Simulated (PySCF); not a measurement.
Species: propargyl ethyl sulfide, C₅H₈S.
Geometry (GFN2-xTB, Å), atoms numbered from 1 in this order:
```xyz
14
C5H8S angstrom
C      2.6652    0.2204    0.7094
C      1.9037   -0.4823    0.1088
C      0.9297   -1.2474   -0.6203
S     -0.1474   -0.1703   -1.6548
C     -0.8346    0.9413   -0.3834
C     -1.8832    0.2725    0.4854
H      3.3618    0.7996    1.2379
H      1.4135   -1.9183   -1.3312
H      0.2943   -1.8235    0.0549
H      0.0043    1.3125    0.2063
H     -1.2677    1.7646   -0.9507
H     -2.3285    1.0058    1.1552
H     -2.6693   -0.1586   -0.1309
H     -1.4425   -0.5166    1.0912
```

The calculation used TDDFT CAM-B3LYP/def2-SVPD, vertical, gas phase, core orbitals frozen in the response (PySCF 2.14.0, density-fitted response routines).

Kohn–Sham orbitals with the atoms that hold most of them (Löwdin shares over 4%, at most four atoms; ? is withheld):

```
orbital  ε (eV)                           atoms
 LUMO+2    1.42    S4 50%, C1 7%, H8 6%, H10 6%
 LUMO+1    1.25  S4 20%, C6 12%, C1 11%, C2 11%
   LUMO    1.09                               ?
   HOMO       ?                               ?
 HOMO-1   -9.25   C1 34%, C2 31%, S4 17%, C3 8%
 HOMO-2   -9.45           C1 40%, C2 38%, C3 8%
 HOMO-3  -10.40    S4 43%, C5 18%, C2 8%, C6 7%
```

Q: Which atoms hold the LUMO, and with what shares?

A: S4 (bonded to 2 C) 46%; C1 (bonded to C and H) 14%; C2 (bonded to 2 C) 11%; C3 (bonded to C, S and 2 H) 11%. By element: sulfur 46%, carbon 36% or more.

Q: Which atoms hold the HOMO, and with what shares?

A: S4 (bonded to 2 C) 71%; C5 (bonded to C, S and 2 H) 8%; C3 (bonded to C, S and 2 H) 8%. By element: sulfur 71%, carbon 16% or more.

Q: What is the HOMO energy, and the HOMO–LUMO gap?

A: ε(HOMO) = -7.86 eV; the gap is 8.95 eV (0.3288 hartree).

Q: The HOMO–LUMO gap is 8.95 eV. Where does the response calculation put the lowest singlet, and from which orbitals?

A: S1 is at 5.28 eV (f = 0.0034), 3.67 eV below the gap, made of HOMO→LUMO (77%). Without the coupling terms of the response equations the lowest excitation would equal the gap.

Next come S2 at 6.06 eV (f 0.028), HOMO→LUMO+2 (50%), HOMO→LUMO+1 (27%), HOMO→LUMO (15%); S3 at 6.35 eV (f 0.0007), HOMO-2→LUMO (31%), HOMO-1→LUMO (17%), HOMO→LUMO+1 (8%); S4 at 6.43 eV (f 0.026), HOMO→LUMO+1 (50%), HOMO→LUMO+2 (24%), HOMO-2→LUMO (9%); S5 at 6.68 eV (f 0.030), HOMO→LUMO+3 (25%), HOMO-1→LUMO (21%), HOMO-2→LUMO+5 (10%).

One conformer stands for the species.
